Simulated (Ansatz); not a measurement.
This script drives the Python package of Ansatz (0.2.0).

The script, `ch4fn.py`:
```python
import itertools

import ansatz as az
from ase.data import atomic_numbers, covalent_radii
import numpy as np

GEOMETRY = """
N    -0.43170   -0.18240   -0.78570
C     0.45550   -0.13810    0.29840
F    -0.08610    0.69210    1.22720
H    -1.30840   -0.39840   -0.41360
H    -0.60410    0.82690   -1.09520
H     0.57390   -1.11690    0.72930
H     1.46220    0.24880   -0.00600
"""


def main() -> None:
    ch4fn = az.Crystal.molecule()
    for line in GEOMETRY.strip().splitlines():
        symbol, *xyz = line.split()
        ch4fn = ch4fn.atom(symbol, [float(v) for v in xyz])

    calculation = (
        ch4fn.calculation()
        .basis(gaussian="cc-pVDZ")
        .functional("pbe0", dispersion="d4")
    )
    symbols = [site.symbol for site in ch4fn.cartesian_sites]
    start = np.array([site.position_ang for site in ch4fn.cartesian_sites], dtype=float)
    def progress(event):
        if event["event"] == "relax_step":
            row = event["data"]
            print(f"step {row['step']:3d}  E = {row['lagrangian_ev']:.6f} eV  largest force component {row['allowed_force_max_ev_ang']:.4f} eV/A")


    summary = calculation.relax(force_tolerance=0.003).session().plan().execute(on_event=progress).report
    end = np.array(summary["positions_ang"])

    radius = [covalent_radii[atomic_numbers[s]] for s in symbols]
    span = lambda where, i, j: np.linalg.norm(where[i] - where[j])
    bonded = [(i, j) for i, j in itertools.combinations(range(len(symbols)), 2) if min(span(start, i, j), span(end, i, j)) < 1.2 * (radius[i] + radius[j])]
    print("pair        before    after (A)")
    for i, j in bonded:
        print(f"{symbols[i]}{i}-{symbols[j]}{j}".ljust(10), f"{span(start, i, j):8.4f} {span(end, i, j):8.4f}")
    for first, second in list(itertools.combinations(bonded, 2)):
        shared = set(first) & set(second)
        if shared and symbols[(j := shared.pop())] != "H":
            i, k = sorted((set(first) | set(second)) - {j})
            u, v = end[i] - end[j], end[k] - end[j]
            angle = np.degrees(np.arccos(np.clip(u @ v / np.linalg.norm(u) / np.linalg.norm(v), -1, 1)))
            print(f"final angle {symbols[i]}{i}-{symbols[j]}{j}-{symbols[k]}{k}: {angle:.2f} deg")

    minimum = az.Crystal.molecule()
    for symbol, place in zip(symbols, end):
        minimum = minimum.atom(symbol, place.tolist())
    vibrating = (
        minimum.calculation()
        .basis(gaussian="cc-pVDZ")
        .functional("pbe0", dispersion="d4")
        .phonons(temperatures=(298.15, 498.15, 100))
    )
    vib = vibrating.run(threads=1, backend="cpu").report["vibrations"]
    sums = vib["harmonic_sums"]
    modes = [m["omega_inv_cm"] for m in sums["modes_at_gamma"] if m["rigid_motion"] == "no"]
    print("frequencies (1/cm):", " ".join(f"{w:.0f}" for w in modes))
    print("imaginary modes:", sum(w < 0 for w in modes), " zero-point energy:", round(sums["zero_point_energy_ev"], 4), "eV")
    print("T (K)   F_vib (eV)   S_vib (meV/K)   C_vib (meV/K)")
    for row in zip(sums["temperatures_k"], sums["vibrational_free_energy_ev"], vib["entropy_ev_per_k"], vib["heat_capacity_ev_per_k"]):
        print(f"{row[0]:6.1f} {row[1]:11.4f} {1000 * row[2]:13.4f} {1000 * row[3]:15.4f}")


if __name__ == "__main__":
    main()
```

It is started by `python ch4fn.py`. How long does it take on 1 thread of Arm Neoverse V1, with other jobs on the host, and how much memory does it need?

It took about 60 s, with a peak of 0.2 GiB, for 2 runs of the engine.

`python ch4fn.py` gives:
```text
step   1  E = -5303.388661 eV  largest force component 2.3234 eV/A
step   2  E = -5303.612799 eV  largest force component 0.8397 eV/A
step   3  E = -5303.645136 eV  largest force component 0.4048 eV/A
step   4  E = -5303.646466 eV  largest force component 0.5273 eV/A
step   5  E = -5303.651049 eV  largest force component 0.1119 eV/A
step   6  E = -5303.651231 eV  largest force component 0.0224 eV/A
step   7  E = -5303.651248 eV  largest force component 0.0101 eV/A
step   8  E = -5303.651251 eV  largest force component 0.0050 eV/A
step   9  E = -5303.651251 eV  largest force component 0.0001 eV/A
pair        before    after (A)
N0-C1        1.4016   1.4096
N0-H3        0.9766   1.0189
N0-H4        1.0697   1.0189
C1-F2        1.3584   1.4017
C1-H5        1.0760   1.1015
C1-H6        1.1206   1.1015
final angle C1-N0-H3: 110.93 deg
final angle C1-N0-H4: 110.93 deg
final angle N0-C1-F2: 113.95 deg
final angle N0-C1-H5: 109.85 deg
final angle N0-C1-H6: 109.85 deg
final angle H3-N0-H4: 107.33 deg
final angle F2-C1-H5: 106.70 deg
final angle F2-C1-H6: 106.70 deg
final angle H5-C1-H6: 109.65 deg
frequencies (1/cm): 427 466 840 932 1001 1210 1253 1381 1406 1488 1665 3074 3134 3533 3620
imaginary modes: 0  zero-point energy: 1.5765 eV
T (K)   F_vib (eV)   S_vib (meV/K)   C_vib (meV/K)
 298.1      1.5690        0.0928          0.2110
 398.1      1.5559        0.1715          0.3388
 498.1      1.5344        0.2604          0.4565
```

Reading the output:
- Total energies depend on the basis set; only differences at equal settings carry meaning.
- The frequencies are harmonic and unscaled, in a modest basis.
- The result belongs to the one conformer reached from this start, and soft torsions count as harmonic oscillators.
